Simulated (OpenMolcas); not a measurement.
**C2H6B: a line through the functionals**

The species is C2H6B (9 atoms), meant as a doublet with charge 0. As SMILES, `[CH2]BC`. The coordinates come from a PBE0-D4/def2-TZVP relaxation. This is one conformer, not always the lowest.

The electronic atomisation energy y, in eV, basis 6-311+G(d,p); a is the functional's share of exact exchange. Programs: OpenMolcas 26.06.

| functional | program | a | y (eV) |
| --- | --- | --- | --- |
| UPBE | OpenMolcas | 0 | 34.79 |
| UTPSS | OpenMolcas | 0 | 34.73 |
| UB3LYP | OpenMolcas | 0.2 | ? |
| UPBE0 | OpenMolcas | 0.25 | 34.57 |
| UBHLYP | OpenMolcas | 0.5 | 33.88 |

Question: Fit y = c + s·a to the known rows and predict UB3LYP.

Answer: 
1. Means of the 4 rows: a = 0.1875, y = 34.492.
2. Σ(Δa)² = 0.17188, Σ(Δa·Δy) = -0.28687, so the slope is -0.28687/0.17188 = -1.669.
3. Intercept: 34.492 − (-1.669) × 0.1875 = 34.805. The largest residual of the fit is 0.18.
4. UB3LYP: 34.805 + (-1.669) × 0.2 = 34.47 eV.

The run gave 34.38 eV, so the prediction is off by +0.09 eV, within the scatter of the fit.
